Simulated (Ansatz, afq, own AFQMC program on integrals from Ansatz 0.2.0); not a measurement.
Integrals from Ansatz 0.2.0, then the random walk in our own AFQMC program (afq).

```yaml
crystal:
  periodic: [false, false, false]
  atoms:
    - {symbol: O, position_ang: [-0.881305, -0.231644, 0.000000]}
    - {symbol: H, position_ang: [-1.130614, 0.694932, 0.000000]}
    - {symbol: H, position_ang: [0.078224, -0.231644, 0.000000]}
    - {symbol: Br, position_ang: [1.933695, -0.231644, 0.000000]}
basis:
  gaussian: {orbitals: cc-pVTZ}
magnetization: {spin_polarized: true, initial_magnetization: 1}
correlation: {method: ccsd_t, electrons: outside_noble_gas, hamiltonian_folder: ham}
```

```sh
$ ansatz run in.yaml --threads 1 --pin off --events-out ev --progress --plain --max-ram 16896MiB --backend cuda --devices 0, --max-vram 18GiB
```

Options of the walk:

```
--method phaseless --trial hf --walkers 1400 --populations 20 --least-time 40 --time-step 0.005 --steps-per-block 20 --equilibration-blocks 112 --max-blocks 4000 --target-error 0.00115 --factor-cut 1e-05 --start spin_pure --seed 5218 --taylor-order 6
```

Times are imaginary, in 1/Eh. The walk had a cap of 95 s. With eight or more populations the least sampling time is a fifth of least-time, and the error comes from their spread. Filled inner d shells are frozen with the cores.

```
orbitals 86  electrons 8 7  factors 559 of 622
reference energy -2648.47437692 Eh
CCSD correlation -0.42954954 Eh in 17 cycles, weight of the determinant in the CISD state 0.8717
energy of the start -2648.474670 Eh
 block  time / (1/Eh)  mean weight  energy / Eh
     1     0.100  1.0024  -2648.620420
     2     0.200  1.0037  -2648.704379
     3     0.300  1.0031  -2648.758503
     4     0.400  1.0025  -2648.799836
     5     0.500  1.0019  -2648.836318
    10     1.000  1.0013  -2648.898912
    51     5.100  1.0003  -2648.921671
   101    10.100  0.9997  -2648.907165
   151    15.100  1.0008  -2648.916040
   171    17.100  0.9997  -2648.895793
   201    20.100  0.9996  -2648.921223
   251    25.100  1.0006  -2648.911494
   301    30.100  1.0004  -2648.908248
   351    35.100  0.9996  -2648.908981
   401    40.100  0.9995  -2648.915497
   431    43.100  1.0008  -2648.929300
error from the spread of 20 populations
energy -2648.914830 +/- 0.001148 Eh
(rows thinned)
```

Question: Estimate how long the walk took on 1 × NVIDIA H100 80GB HBM3 with 2 threads of AMD EPYC 7R13 Processor (Zen 3), on a shared host (the card was shared).

Answer: 48 s of wall time.

The run passed its tests (sampling time, drift between the halves within three errors, error under three times the target), which doesn't prove that it has relaxed.

Against this walk (error 31.2 meV) on the same determinant: CCSD(T) 77.2 meV lower, the released energy of a separate walk with a CISD trial 120.8 ± 32.9 meV lower, a separate phaseless walk with a CISD trial and standard settings 90.3 ± 31.8 meV lower. The error is statistical and leaves out the bias of the constraint. AFQMC with the constraint released is the surest value here, so the walk's 121 meV above it is most likely the bias of the constraint with this trial, which can have either sign.

Cautions: constraint bias not in the error; no relativity below Rb; no spin-orbit coupling; inner d shell frozen.

A walk keeps the symmetry of its determinant, which the program's search chose and which needn't be the lowest solution, so a lower state of the same spin and another symmetry isn't excluded.
